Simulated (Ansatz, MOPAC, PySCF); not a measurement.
Molecule: CN (charge -1, singlet). SMILES of the parent species: [C]#N
Structure (B3LYP-D3(BJ)/def2-TZVP (Ansatz, an electronic-structure program) minimum search):
```xyz
2

C      0.0000     0.0000    -0.6301
N      0.0000     0.0000     0.5401
```
Charge -1, spin multiplicity 1.

Unscaled harmonic wavenumbers (cm⁻¹) in rising order, each level at the stationary point that it reaches from this structure (no distance between atoms moves by over 0.3 Å); the order of modes can differ between levels, and a negative number is imaginary. B3LYP-D3(BJ)/def2-TZVP (PySCF, at the structure above): 2140.

PM3 (MOPAC): 2316. Zero-point energy 3.3 against 3.1 kcal/mol; where all levels lie over 400 cm⁻¹, the wavenumbers are on average 1.082 times those of B3LYP-D3(BJ)/def2-TZVP.

B3LYP/6-31G* (Ansatz): 2139. Zero-point energy 3.1 against 3.1 kcal/mol; where all levels lie over 400 cm⁻¹, the wavenumbers are on average 0.999 times those of B3LYP-D3(BJ)/def2-TZVP.
